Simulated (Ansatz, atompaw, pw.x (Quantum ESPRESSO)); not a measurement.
# What a changed setting does to a pw.x run (diamond Mg)

Potential: PAW, atompaw 4.2.0.5, LDA (PW92); core [Ne], reference 3s1 3p1; waves: 3s (bound): rc 2.90 bohr; 3s channel at 0.35 Ry: rc 3.00 bohr; 3p (bound): rc 3.00 bohr; 3p channel at 0.25 Ry: rc 3.00 bohr; 3d channel at -0.1 Ry: rc 3.00 bohr; 3d channel at 0.55 Ry: rc 3.00 bohr; local part: troulliermartins scheme with l = 3 at -0.5 Ry, radius 2.45 bohr; core correction: smooth core density matched at 2.10 bohr; augmentation: besselshape compensation charge, radius 2.20 bohr; PAW radius 3.00 bohr; waves and projectors: custom rrkj gramschmidtortho.

The reference run (k-mesh 8³, cutoffs 40/400 Ry, Fermi–Dirac 0.01 Ry, mixing_beta 0.4, conv_thr 1e-9, no spin) gives 0.04 GPa at 37.617 Å³/atom, where all-electron LAPW gives -0.01 GPa. This run, with its own iteration cap, changes smearing to mv.

```
&control
  calculation='scf', prefix='x', pseudo_dir='./', outdir='./tmp', tstress=.true., disk_io='none'
/
&system
  ibrav=0, nat=2, ntyp=1, ecutwfc=40, ecutrho=400, nbnd=9,
  occupations='smearing', smearing='mv', degauss=0.01
/
&electrons
  conv_thr=1e-09, mixing_beta=0.4, electron_maxstep=70
/
ATOMIC_SPECIES
Mg 1.0 Mg.UPF
CELL_PARAMETERS angstrom
  0.00000000 3.35064219 3.35064219
  3.35064219 0.00000000 3.35064219
  3.35064219 3.35064219 0.00000000
ATOMIC_POSITIONS crystal
Mg 0.0000 0.0000 0.0000
Mg 0.2500 0.2500 0.2500
K_POINTS automatic
8 8 8 0 0 0
```

```bash
pw.x < Mg.scf.in > Mg.scf.out
```

Question: How does the run end?

Answer: It converges in 7 iterations; the free energy moves by +19.8 meV/atom and the pressure by -0.11 GPa. This scheme is built to cancel the term in the square of the width that Fermi–Dirac smearing leaves in the F of a metal.

```
Message from routine setup:
     using ibrav=0 with symmetry is DISCOURAGED, use correct ibrav instead
     lattice parameter (alat)  =       8.9545  a.u.
     unit-cell volume          =     507.7042 (a.u.)^3
     number of electrons       =         4.00
     number of Kohn-Sham states=            9
     kinetic-energy cutoff     =      40.0000  Ry
     charge density cutoff     =     400.0000  Ry
     scf convergence threshold =      1.0E-09
     Exchange-correlation= SLA PW NOGX NOGC
     number of k points=    29  Marzari-Vanderbilt smearing, width (Ry)=  0.0100
     negative rho (up, down):  3.051E-02 0.000E+00
     iteration #  1     ecut=    40.00 Ry     beta= 0.40
     negative rho (up, down):  4.432E-02 0.000E+00
     total energy              =     -63.73086285 Ry
     estimated scf accuracy    <       0.01075776 Ry
     iteration #  2     ecut=    40.00 Ry     beta= 0.40
     negative rho (up, down):  6.285E-02 0.000E+00
     total energy              =     -63.72992344 Ry
     estimated scf accuracy    <       0.00297659 Ry
     iteration #  3     ecut=    40.00 Ry     beta= 0.40
     negative rho (up, down):  6.653E-02 0.000E+00
     total energy              =     -63.73014347 Ry
     estimated scf accuracy    <       0.00003394 Ry
     iteration #  4     ecut=    40.00 Ry     beta= 0.40
     c_bands:  1 eigenvalues not converged
     negative rho (up, down):  6.666E-02 0.000E+00
     total energy              =     -63.73014969 Ry
     estimated scf accuracy    <       0.00000280 Ry
     iteration #  5     ecut=    40.00 Ry     beta= 0.40
     negative rho (up, down):  6.680E-02 0.000E+00
     total energy              =     -63.73014994 Ry
     estimated scf accuracy    <       0.00000001 Ry
     iteration #  6     ecut=    40.00 Ry     beta= 0.40
     negative rho (up, down):  6.672E-02 0.000E+00
     total energy              =     -63.73014994 Ry
     estimated scf accuracy    <       0.00000004 Ry
     iteration #  7     ecut=    40.00 Ry     beta= 0.40
     negative rho (up, down):  6.672E-02 0.000E+00
     the Fermi energy is     0.7948 ev
!    total energy              =     -63.73014994 Ry
     estimated scf accuracy    <          1.7E-10 Ry
     smearing contrib. (-TS)   =      -0.00008938 Ry
     The total energy is F=E-TS. E is the sum of the following terms:
     one-electron contribution =       1.79914641 Ry
     hartree contribution      =       0.11683023 Ry
     xc contribution           =      -2.06965384 Ry
     ewald contribution        =      -3.40301423 Ry
     one-center paw contrib.   =     -60.17336914 Ry
     convergence has been achieved in   7 iterations
     negative rho (up, down):  6.672E-02 0.000E+00
          total   stress  (Ry/bohr**3)                   (kbar)     P=       -0.67
     Message from routine punch:
     Nothing written, as per user request (disk_io='none')
```

The run took about 15 s on one core of a shared host (Intel(R) Xeon(R) Platinum 8488C, 96 threads, 744 GiB, load 40).
